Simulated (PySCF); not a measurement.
## Frontier levels across methods

Species: C₅H₇F.
Cartesian coordinates in Å at the PBE0-D3(BJ)/def2-SVP level; atoms count from 1:
```
atom  x, y, z in Å
C1    -2.1020   -0.0048   -0.1183
C2    -0.8754   -0.2036    0.3648
C3     0.2635   -0.8186   -0.3957
C4     1.4356    0.1088   -0.5111
C5     2.6380   -0.1154    0.0108
F6     2.9289   -1.2250    0.6916
H7    -2.8869    0.4489    0.4923
H8    -2.3683   -0.2932   -1.1408
H9    -0.6461    0.1054    1.3924
H10   -0.0850   -1.1058   -1.4027
H11    0.5910   -1.7425    0.1085
H12    1.2995    1.0547   -1.0432
H13    3.4907    0.5652   -0.0656
```

Basis pcSseg-1 throughout (PySCF), one geometry. The structure is a single PBE0-D3(BJ)/def2-SVP conformer in the gas phase; no vibrational or solvent corrections.

How do the orbital energies, the gap and the dipole change with the method?

```
   method                    kind  HOMO (eV)  LUMO (eV)  gap (eV)  μ (D)  SCF cycles
     BLYP                     GGA      -5.90      -0.89      5.01   1.02          16
     OPBE                     GGA      -6.01      -0.91      5.10   0.99          16
    B97-D                     GGA      -6.02      -0.94      5.08   1.05          15
      PBE                     GGA      -6.06      -1.04      5.02   1.01          16
      KT3                     GGA      -6.07      -0.97      5.10   1.02          15
      KT2                     GGA      -6.08      -1.03      5.05   1.04          15
     BP86                     GGA      -6.16      -1.14      5.02   1.03          15
      LDA                     LDA      -6.25      -1.29      4.96   1.08          15
    B97-2           global hybrid      -7.01      -0.09      6.92   1.17          14
    B3LYP           global hybrid      -7.04      -0.26      6.77   1.16          14
     PBE0           global hybrid      -7.27      -0.04      7.23   1.17          14
 mPW1PW91           global hybrid      -7.30      -0.06      7.24   1.19          14
BHandHLYP           global hybrid      -8.30       1.09      9.39   1.32          12
CAM-B3LYP  range-separated hybrid      -8.60       1.13      9.73   1.21          12
  wB97X-D  range-separated hybrid      -9.13       1.76     10.90   1.21          13
       HF            Hartree–Fock      -9.80       3.89     13.68   1.46          11
  LC-wPBE  range-separated hybrid      -9.98       2.29     12.27   1.21          13
```

The HOMO spans 4.08 eV, from BLYP down to LC-wPBE, and the gap runs from 4.96 eV (LDA) to 13.68 eV (HF). Over the methods BLYP (0 %), OPBE (0 %), B97-D (0 %), PBE (0 %), KT3 (0 %), KT2 (0 %), BP86 (0 %), LDA (0 %), B97-2 (21 %), B3LYP (20 %), PBE0 (25 %), mPW1PW91 (25 %), BHandHLYP (50 %), HF (100 %), a straight line through the gap against the share of exact exchange rises by 0.87 eV for each 10 % (correlation coefficient 1.000). The dipole ranges from 0.99 D (OPBE) to 1.46 D (HF). This basis has no diffuse functions.
